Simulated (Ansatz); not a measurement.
## Two structures, one formula

Two relaxed structures of CH$_{3}$BLi, doublet (PBE0-D4/def2-TZVP; forces vanish, vibrations not checked).

A:

Li1  (-1.576, -0.101, 0.545)
C2  (0.046, -0.874, -0.199)
B3  (0.314, 0.513, -0.006)
H4  (0.363, -1.853, -0.517)
H5  (1.372, 1.014, -0.281)
H6  (-0.518, 1.301, 0.457)
(Å)

B:

Li1  (-1.904, 0.244, 0.328)
C2  (-0.389, -1.030, 0.102)
B3  (0.141, 0.310, 0.066)
H4  (0.081, -1.864, -0.411)
H5  (-1.177, -1.428, 0.776)
H6  (-0.370, 1.326, 0.530)
(Å)

Computed with Ansatz 0.2.0 (basis: def2-TZVPP); correlated methods freeze the cores; orbitals are unrestricted. The outer core shell of Li, Na, Mg and K is correlated. B3LYP uses VWN-RPA correlation.

(1) Which structure is lower at CCSD(T), and by how much? (An estimate is asked for; the value comes from the calculation.)

(2) Do the other methods give the same order? (Judge from chemistry; the calculation decides.)

No T1 diagnostic of these runs exceeds 0.027. ⟨S²⟩ of the unrestricted Hartree–Fock references: 0.81 to 0.83 (a pure state has 0.75). The unrestricted reference is spin-contaminated, which hurts MP2 most.

Results:

(1) The calculation gives: A, by 2.4 kJ/mol (electronic energy, against the other); a gap this small isn't resolved in one triple-zeta basis. By their contacts, A is CH₃BLi ([H]1[Li]2[CH][BH]12) and B is CH₃BLi ([H]1[B]2[CH]3[H][Li]123).

(2) The calculation gives: Not all: MP2 gives the other order.

```json
{"method": "PBE-D4", "E(B) − E(A) (kJ/mol)": "2.2"}
{"method": "r2SCAN-D4", "E(B) − E(A) (kJ/mol)": "1.6"}
{"method": "PBE0-D4", "E(B) − E(A) (kJ/mol)": "0.6"}
{"method": "B3LYP-D4", "E(B) − E(A) (kJ/mol)": "10.0"}
{"method": "wB97M-V", "E(B) − E(A) (kJ/mol)": "5.5"}
{"method": "HF", "E(B) − E(A) (kJ/mol)": "10.0"}
{"method": "MP2", "E(B) − E(A) (kJ/mol)": "-10.4"}
{"method": "CCSD", "E(B) − E(A) (kJ/mol)": "3.6"}
{"method": "CCSD(T)", "E(B) − E(A) (kJ/mol)": "2.4"}
```

Labels in which every atom is bracketed show which atoms are joined, not bond orders.

For scale, one of the runs: CCSD(T)/def2-TZVPP, 123 basis functions, launched by `ansatz run in.yaml --threads 2 --pin off --events-out ev --progress --plain --max-ram 4352MiB`. The run took 8.5 s on 2 CPU threads of an Intel Xeon 6975P-C (shared host), with 1.4 GiB of host memory at its peak.
